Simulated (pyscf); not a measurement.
O=Nb(F)(F)–F + H₂ → HO–NbH(F)(F)–F, an addition across a multiple bond or ene-type step (singlet surface; H–H broken, H–O, H–Nb formed). Single points on ωB97X-D3(BJ)/def2-SVP structures (PySCF, gas phase). Energies in kcal/mol from the separated reactants.

Small-basis levels: PySCF, no dispersion term, spherical d functions. 

Question: In single points B3LYP/6-31G*+LANL2DZ puts the saddle at 45.2 kcal/mol and the reaction energy at +15.1 kcal/mol. Should these be trusted to within a few kcal/mol? Compare with ωB97M-D3(BJ)/def2-TZVP.

Answer: ωB97M-D3(BJ)/def2-TZVP gives ΔE‡ = 36.0 kcal/mol and ΔE = +9.7 kcal/mol. B3LYP/6-31G*+LANL2DZ lies 9.3 kcal/mol over it in the barrier and 5.4 kcal/mol over it in the reaction energy, so on this step it does not hold to within 3.0 kcal/mol. ωB97M-D3(BJ)/def2-TZVP has limits of its own. On the product side the descent ends in a point that may be a rotor saddle (no frequency run), 1.9 kcal/mol over the lowest minimum found and 23.8 kcal/mol under the saddle at ωB97X-D3(BJ)/def2-TZVP. At the saddle there is also a short H–Nb contact that neither side keeps. This is the saddle that the search found; another between the same sides may lie lower. In the def2 sets elements past Kr carry core potentials, without spin-orbit coupling.
